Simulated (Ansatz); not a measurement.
Geometry optimisation, RKS PBE-D4/def2-SVP (Ansatz 0.2.0).

Input file:

```yaml
crystal:
  periodic: [false, false, false]
  atoms:
    - { symbol: O, position_ang: [-0.5508, 1.6513, -0.4113] }
    - { symbol: C, position_ang: [-0.0863, 0.9398, 0.3971] }
    - { symbol: C, position_ang: [0.3999, -0.4556, 0.1237] }
    - { symbol: F, position_ang: [-0.10684, -0.94483, -1.00954] }
    - { symbol: S, position_ang: [2.19306, -0.64203, 0.17963] }
    - { symbol: H, position_ang: [0.0806, 1.3091, 1.4304] }
    - { symbol: H, position_ang: [-0.07331, -1.14124, 0.92216] }
    - { symbol: H, position_ang: [2.40786, 0.45107, -0.51912] }
basis:
  gaussian: { orbitals: def2-SVP }
hamiltonian:
  xc: pbe
  dispersion: d4
relax:
  f_tol: 0.015
  max_steps: 40
```

Command:

```bash
$ ansatz run input.yaml --threads 1 --pin off --max-ram 2048MiB --backend cpu --events-out ev --progress --plain --runs-dir out
```

**Question.** Where does it end, and by what steps?

**Answer.** The run converged. After 8 steps the energy has fallen by 0.309 eV; S5 moved furthest, 0.14 Å.

```json
{"step": "0", "energy less start (eV)": "0.0000", "largest force component (eV/Å)": "2.830", "accepted": "yes"}
{"step": "1", "energy less start (eV)": "-0.2525", "largest force component (eV/Å)": "0.854", "accepted": "yes"}
{"step": "2", "energy less start (eV)": "-0.2531", "largest force component (eV/Å)": "1.508", "accepted": "yes"}
{"step": "3", "energy less start (eV)": "-0.2913", "largest force component (eV/Å)": "0.710", "accepted": "yes"}
{"step": "4", "energy less start (eV)": "-0.3071", "largest force component (eV/Å)": "0.093", "accepted": "yes"}
{"step": "5", "energy less start (eV)": "-0.3080", "largest force component (eV/Å)": "0.044", "accepted": "yes"}
{"step": "6", "energy less start (eV)": "-0.3083", "largest force component (eV/Å)": "0.021", "accepted": "yes"}
{"step": "7", "energy less start (eV)": "-0.3085", "largest force component (eV/Å)": "0.026", "accepted": "yes"}
{"step": "8", "energy less start (eV)": "-0.3086", "largest force component (eV/Å)": "0.013", "accepted": "yes"}
```

```xyz
8
Properties=species:S:1:pos:R:3
O -0.440 1.703 -0.463
C -0.076 0.942 0.405
C 0.340 -0.502 0.140
F -0.126 -0.941 -1.064
S 2.168 -0.549 0.282
H 0.040 1.244 1.489
H -0.014 -1.168 0.962
H 2.372 0.439 -0.638
```

Whether the end is a true minimum wasn't checked by a vibrational analysis.

Time of the run: 20 s on 1 thread of Intel(R) Xeon(R) Platinum 8488C (Sapphire Rapids), with other jobs on the host, peak memory 0.17 GiB.
